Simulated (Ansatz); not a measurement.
Input file:

```yaml
crystal:
  periodic: [false, false, false]
  atoms:
    - {symbol: Al, position_ang: [0.000000, 0.000000, 0.000000]}
    - {symbol: Al, position_ang: [0.000000, 0.000000, 2.773000]}
basis:
  gaussian: {orbitals: cc-pVDZ}
correlation: {method: fic_mrcisd_q, electrons: outside_noble_gas, active_space: {window: {electrons: 2, orbitals: 2}}}
```

```sh
$ ansatz run in.yaml --threads 1 --pin off --events-out ev --progress --plain --max-ram 2393MiB
```

Question: Roughly how long does this take on 1 thread of Arm Neoverse V1, shared host, and how much host memory?

Answer: 1.9 s wall and 0.08 GiB.

```
364 factors; integrals over basis functions are off by at most 8.3e-4 eV
mean field evaluation 1: about -13162.6651 eV, gradient 3.0e0 eV
mean field evaluation 2: about -13162.6655 eV, gradient 3.0e0 eV
mean field evaluation 4: about -13162.7650 eV, gradient 2.3e-1 eV
mean field evaluation 8: about -13162.7656 eV, gradient 6.0e-5 eV
mean field evaluation 16: about -13163.4358 eV, gradient 1.7e-1 eV
mean field evaluation 32: about -13163.4270 eV, gradient 3.5e-1 eV
mean field -13163.43950021 eV, -483.7474791329 hartree, gradient 9.2e-7 eV, S^2 0.000000; 7 other end points of the search recorded, 0 dependent functions left out; unrestricted orbitals would lower it
reference -13163.43950021 eV, -483.7474791329 hartree; 13, 13 occupied and 23, 23 virtual orbitals, 364 factors
state -13163.89225086 eV, -483.7641174123 hartree
contracted CI cycle   1: correlation 0.00000000 eV, 0.0000000000 hartree, residual 7.96e0 eV
contracted CI cycle   2: correlation -2.41292891 eV, -0.0886735021 hartree, residual 1.84e0 eV
contracted CI cycle   3: correlation -2.56686337 eV, -0.0943304888 hartree, residual 7.15e-1 eV
contracted CI cycle   4: correlation -2.59061199 eV, -0.0952032348 hartree, residual 3.11e-1 eV
...
contracted CI cycle   7: correlation -2.78535840 eV, -0.1023600334 hartree, residual 1.13e-1 eV
contracted CI cycle   8: correlation -2.78611581 eV, -0.1023878675 hartree, residual 7.19e-2 eV
contracted CI cycle   9: correlation -2.78638858 eV, -0.1023978918 hartree, residual 4.00e-2 eV
contracted CI cycle  10: correlation -2.78646670 eV, -0.1024007626 hartree, residual 2.03e-2 eV
contracted CI cycle  11: correlation -2.78648700 eV, -0.1024015084 hartree, residual 1.17e-2 eV
contracted CI cycle  12: correlation -2.78649472 eV, -0.1024017921 hartree, residual 7.48e-3 eV
contracted CI cycle  13: correlation -2.78649861 eV, -0.1024019353 hartree, residual 5.85e-3 eV
contracted CI cycle  14: correlation -2.78650072 eV, -0.1024020127 hartree, residual 4.27e-3 eV
contracted CI cycle  15: correlation -2.78650159 eV, -0.1024020446 hartree, residual 2.02e-3 eV
contracted CI cycle  16: correlation -2.78650176 eV, -0.1024020509 hartree, residual 7.95e-4 eV
state -13163.68499910 eV, -483.7565010506 hartree; corrected -13166.89293491 eV, -483.8743905172 hartree
state -13163.68499910 eV, -483.7565010506 hartree; corrected -13166.89293491 eV, -483.8743905172 hartree
the orbitals are reached from a further start. From the first start the search ends at -13163.89222011 eV, -483.7641162825 hartree
WARN: the results are in doubt because another end's mean lies 0.207 eV lower, and its corrected mean 0.036 eV higher
Total energy: -13166.89293491 eV, -483.8743905172 hartree
In doubt: another end's mean lies 0.207 eV lower, and its corrected mean 0.036 eV higher
```
